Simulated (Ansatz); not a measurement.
A basis-limit estimate, worked out

An elementary step of SiNH₆F, singlet (SiNH₅ ([NH2][SiH3]) + HF → SiNH₄F ([NH2][SiH2][F]) + H₂; bonds formed: Si1–F7, H2–H6; bonds broken: Si1–H2, H6–F7). “Start” is the structure reached by relaxing down from the saddle towards the reactants; PBE0-D4/def2-TZVP structures. The saddle:

```
9
angstrom
Si -0.2754 -0.4261 0.1705
H 1.2339 -1.1502 0.4426
H -0.5843 -1.5974 -0.7074
H -1.0871 -0.6243 1.3876
N -0.4678 0.8509 -0.9172
H 1.3453 -0.3105 0.9242
F 0.8809 0.7509 1.2537
H -0.8081 0.7020 -1.8500
H -0.2372 1.8048 -0.7039
```

Computed with Ansatz 0.2.0 (basis: def2-TZVPP and def2-QZVPP); correlated methods freeze the cores.

Energies in eV:

| quantity | saddle | start |
| --- | --- | --- |
| Hartree–Fock, triple zeta (X = 3) | -12145.80394 | -12147.60781 |
| Hartree–Fock, quadruple zeta (X = 4) | -12146.27577 | -12148.07058 |
| MP2 correlation, X = 3 | -17.66503 | -17.05624 |
| MP2 correlation, X = 4 | -19.08479 | -18.46201 |
| CCSD(T) correlation, X = 3 | -19.00859 | -18.46761 |

Problem. Work out the barrier at the basis limit: extrapolate Hartree–Fock as E(X) = E∞ + A exp(−7.88 √X) and the MP2 correlation as E(X) = E∞ + B X^−2.97 (the exponents that Neese and Valeev fitted for def2-TZVPP and QZVPP), then add CCSD(T) − MP2 in triple zeta.

Solution. Each step is linear, so take the differences first (saddle − start): Hartree–Fock 1.80387 (X = 3) and 1.79481 (X = 4); MP2 correlation -0.60879 and -0.62278; CCSD(T) correlation -0.54098.
Two points give E∞ = E(4) + w [E(4) − E(3)], with w = 1/(exp(7.88 (2 − √3)) − 1) = 0.1377 for Hartree–Fock and w = 1/((4/3)^2.97 − 1) = 0.7407 for the correlation.
Hartree–Fock: 1.79481 + 0.1377 × (-0.00906) = 1.7936 eV.
MP2 correlation: -0.62278 + 0.7407 × (-0.01399) = -0.6331 eV.
CCSD(T) − MP2: -0.54098 − (-0.60879) = 0.0678 eV.
Sum: 1.7936 + (-0.6331) + 0.0678 = 1.2283 eV, or 28.33 kcal/mol. Plain CCSD(T) in triple zeta gives 1.2629 eV, so the larger basis shifts the result by -0.0346 eV.

The T1 diagnostic stays at or below 0.013.

Labels in which every atom is bracketed show which atoms are joined, not bond orders.

For scale, one of the runs: CCSD(T)/def2-TZVPP, 188 basis functions, launched by `ansatz run in.yaml --threads 2 --pin off --events-out ev --progress --plain --max-ram 4352MiB`. Time: 49 s of wall clock on 2 CPU threads of an Arm Neoverse V1; the host was shared. Peak host memory: 2 GiB.
